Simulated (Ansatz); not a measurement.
The input, for Ansatz 0.2.0:

```yaml
crystal:
  periodic: [false, false, false]
  atoms:
    - {symbol: S, position_ang: [0.000000, -0.039093, 0.008391]}
    - {symbol: H, position_ang: [0.000000, 1.318387, 0.008391]}
    - {symbol: H, position_ang: [0.000000, -0.037550, 1.236391]}
    - {symbol: H, position_ang: [0.000000, -0.037182, -1.511736]}
basis:
  gaussian: {orbitals: 6-31G}
total_charge: 1
magnetization: {spin_polarized: false, initial_magnetization: 2}
correlation: {method: ccsdtq, electrons: outside_noble_gas}
```

```sh
$ ansatz run in.yaml --threads 1 --pin off --events-out ev --progress --plain --max-ram 2393MiB
```

Log:

```
388 factors; integrals over basis functions are off by at most 6.7e-8 eV
mean field evaluation 1: about -10848.2428 eV, gradient 8.9e0 eV
mean field evaluation 2: about -10848.2499 eV, gradient 8.9e0 eV
mean field evaluation 4: about -10848.7304 eV, gradient 8.0e-1 eV
mean field evaluation 8: about -10848.7508 eV, gradient 1.0e-2 eV
mean field evaluation 16: about -10848.7395 eV, gradient 3.2e-1 eV
mean field -10848.75081498 eV, -398.6842389030 hartree, gradient 1.9e-6 eV, S^2 2.000000; 0 other end points of the search recorded, 0 dependent functions left out
5 core orbitals not correlated: weight in the atoms' cores, before any rotation towards them, 1.000 or more for the frozen orbitals, at most 0.000 for the correlated occupied ones
reference -10848.75081498 eV, -398.6842389030 hartree; 5, 3 occupied and 9, 11 virtual orbitals, 388 factors
second order -1.35818645 eV of doubles, -0.08156224 eV of singles
cycle   1  -1.76519845 eV  change   -3.2e-1 eV  update   4.9e-2
cycle   2  -1.94569529 eV  change   -1.8e-1 eV  update   2.3e-2
cycle   3  -1.96167392 eV  change   -1.6e-2 eV  update   7.9e-3
cycle   4  -1.96475140 eV  change   -3.1e-3 eV  update   2.8e-3
cycle   5  -1.96466969 eV  change    8.2e-5 eV  update   9.4e-4
cycle   6  -1.96471817 eV  change   -4.8e-5 eV  update   3.5e-4
cycle   7  -1.96487912 eV  change   -1.6e-4 eV  update   1.3e-4
cycle   8  -1.96486771 eV  change    1.1e-5 eV  update   5.1e-5
cycle   9  -1.96485589 eV  change    1.2e-5 eV  update   1.6e-5
cycle  10  -1.96486472 eV  change   -8.8e-6 eV  update   5.4e-6
cycle  11  -1.96486474 eV  change   -2.1e-8 eV  update   2.0e-6
cycle  12  -1.96486455 eV  change    1.9e-7 eV  update   8.5e-7
Total energy: -10850.71567953 eV, -398.7564463434 hartree
```

For the same geometry and basis full CI lies 0.1 meV lower.

Ran on 1 thread of Arm Neoverse V1, shared host: 11 s wall, 0.14 GiB peak host memory.
